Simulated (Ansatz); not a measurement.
Program: Ansatz 0.2.0.

A structure relaxed at PBE0-D4/def2-TZVP, charge 0, multiplicity 1:

```csv
atom,x (Å),y (Å),z (Å)
C1,-1.280,2.465,0.151
N2,-0.743,1.433,0.088
C3,-0.085,0.164,0.010
C4,0.586,0.060,-1.356
C5,-1.136,-0.928,0.181
C6,0.951,0.097,1.128
H7,-0.153,0.134,-2.155
H8,1.096,-0.902,-1.441
H9,1.319,0.857,-1.487
H10,-1.891,-0.863,-0.604
H11,-0.658,-1.908,0.126
H12,-1.633,-0.836,1.148
H13,1.688,0.894,1.019
H14,1.468,-0.864,1.090
H15,0.473,0.198,2.103
```

Give its formula and SMILES.

C5H9N, `[C-]#[N+]C(C)(C)C`.

Point group (tolerance 0.08 Å, 0.16 Å for H)?

C3v.

Summarise the bond lengths by kind.

2 × C–N 1.165 to 1.432 Å; 3 × C–C 1.526 Å; 9 × C–H 1.091 to 1.092 Å.
